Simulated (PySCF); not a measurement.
This PySCF input asks for the NMR shieldings of Al(H2O)H3 ([H][Al]([H])([H])<-[OH2], AlH5O); the geometry comes from PBE0-D3(BJ)/def2-SVP.

```python
import basis_set_exchange as bse
import numpy as np
from pyscf import gto, dft
from pyscf.prop import nmr

atoms = """
Al    0.026790   -0.077208   -0.897346
O     0.114894   -0.125481    1.130845
H    -0.729861   -0.240091    1.586086
H     0.563440    0.621698    1.548787
H     1.601129   -0.029462   -1.180287
H    -0.792055    1.292826   -1.088199
H    -0.784337   -1.442282   -1.099885
"""
names = {"Al": "pcSseg-2", "O": "pcSseg-1", "H": "pcSseg-1"}
basis = {el: gto.basis.parse(bse.get_basis(n, elements=[el], fmt="nwchem")) for el, n in names.items()}
mol = gto.M(atom=atoms, basis=basis, charge=0, verbose=0)
mf = dft.RKS(mol, xc="B3LYP")
mf.grids.level = 2
mf.grids.alignment = dft.numint.BLKSIZE   # the property module wants whole blocks of grid points
mf.conv_tol = 1e-9
mf.kernel()

calc = nmr.RKS(mf)   # GIAO
C = mf.mo_coeff
Co = C[:, mf.mo_occ > 0]
resp = mf.gen_response(singlet=True, hermi=2)
def vind(x):   # induced exchange potential for any number of trial vectors
    d = np.einsum("pi,xij,qj->xpq", C, 2 * x.reshape(-1, C.shape[1], Co.shape[1]), Co, optimize=True)
    return np.einsum("xpq,pi,qj->xij", resp(d - d.transpose(0, 2, 1)), C, Co, optimize=True).ravel()
mo1, _ = nmr.rhf.solve_mo1(calc, with_cphf=vind)
sigma = calc.kernel(mo1)
for i, s in enumerate(sigma):   # ppm
    w = np.linalg.eigvalsh((s + s.T) / 2)
    print("%2d %-2s iso %8.1f  s11 %8.1f  s22 %8.1f  s33 %8.1f" % (i, mol.atom_pure_symbol(i), w.mean(), *w))
```

Q: What are the results?

A: 
```
 0 Al iso    390.5  s11    373.8  s22    378.5  s33    419.3
 1 O  iso    306.4  s11    272.3  s22    299.0  s33    347.9
 2 H  iso     28.9  s11     21.2  s22     24.0  s33     41.5
 3 H  iso     29.0  s11     21.3  s22     24.0  s33     41.6
 4 H  iso     27.1  s11     24.5  s22     26.1  s33     30.6
 5 H  iso     27.0  s11     24.3  s22     26.2  s33     30.5
 6 H  iso     27.1  s11     24.5  s22     26.1  s33     30.6
```

These numbers come from an equivalent density-fitted implementation of the same equations, which agrees with the script to about 0.01 ppm for H and up to a few tenths of a ppm for heavy atoms, so last digits may differ.

Q: Turn these shieldings into chemical shifts. References, each an isolated molecule treated in the same way: ²⁷Al (σref 571.15) vs [Al(H2O)6]3+; ¹⁷O (σref 334.04) vs H2O; ¹H (σref 31.38) against TMS.

A: Averaging equivalent atoms: Al 0: 180.6; O 1: 27.6; H 4/5/6: 4.35; H 2/3: 2.44 ppm. Experimental scales use liquid or dissolved standards, which lie at an offset from isolated H2O (liquid H2O: subtract about 36 ppm).

Size and cost of the density-fitted run: 85 basis functions, 2.1 s wall time on 1 thread of an Arm Neoverse V1, shared host.
